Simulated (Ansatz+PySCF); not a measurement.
# singlet CH2O: levels of theory in one basis

```
atom   x (Å)    y (Å)    z (Å)
   C  0.0000   0.0000  -0.5228
   O  0.0000   0.0000   0.6733
   H  0.0000  -0.9444  -1.1247
   H  0.0000   0.9444  -1.1247
```

Basis set: def2-SVP (spherical functions). Frozen core: 2 orbitals. Charge 0, multiplicity 1.

Computed with Ansatz (development build ahead of 0.2.0); each method stands on the lowest determinant of its kind that the runs found. NEVPT2 correlates all electrons. Active spaces start from the frontier orbitals, and the lowest solution found is given.

| method | E − E(RHF) (eV) | <S²> of the determinant |
| --- | --- | --- |
| RHF | 0.00 | 0.00 |
| RHF-MP2 | -8.59 | – |
| RHF-CCSD | -9.02 | – |
| CASSCF(4,3) | -1.01 | – |
| CASSCF(2,2) | -0.96 | – |
| SC-NEVPT2(2,2) | -8.75 | – |
| SC-NEVPT2(4,3) | -8.71 | – |

**Question.** What does RHF-CCSD(T) give on the same scale?

**Answer.** -9.29 eV.

**Question.** Is a single determinant a sound starting point here?

**Answer.** By this sign, yes. Unrestricted orbitals gain 0.00 eV and <S²> is 0.00 against 0.00 for a pure state. The CASSCF(4,3) natural occupations are 2.00, 1.92, 0.08. The CASSCF(2,2) natural occupations are 1.92, 0.08.

Caution for CASSCF(2,2), SC-NEVPT2(2,2): other starts end on other solutions of this active space.
